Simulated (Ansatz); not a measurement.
System: BF3, charge 0, multiplicity 1. SMILES: FB(F)F
Geometry from a B3LYP-D3(BJ)/def2-TZVP (Ansatz, an electronic-structure program) optimisation:
```xyz
4

B      0.0000     0.0000     0.0000
F      0.0168     1.3152     0.0316
F      1.1308    -0.6724    -0.0050
F     -1.1476    -0.6428    -0.0266
```

Atomisation energy built up term by term with Ansatz (kcal/mol; UHF references for open shells; valence terms freeze the core; atomic spin-orbit terms are left out). Basis-set limits of correlation are two-point, X^-3; Hartree-Fock from the larger set.

```json
[
 {"term": "Hartree-Fock", "basis": "cc-pVQZ", "kcal/mol": "362.54"},
 {"term": "CCSD correlation", "basis": "CBS(cc-pVTZ,cc-pVQZ)", "kcal/mol": "?"},
 {"term": "(T)", "basis": "CBS(cc-pVTZ,cc-pVQZ)", "kcal/mol": "?"},
 {"term": "core correlation", "basis": "cc-pwCVTZ", "kcal/mol": "1.70"},
 {"term": "scalar relativity (X2C)", "basis": "cc-pVTZ-DK against cc-pVTZ", "kcal/mol": "-0.69"},
 {"term": "sum: De", "basis": "", "kcal/mol": "?"}
]
```

Task: Fill in the missing entries.

Result: 
- CCSD correlation, kcal/mol: 98.40
- (T), kcal/mol: 8.59
- sum: De, kcal/mol: 470.5
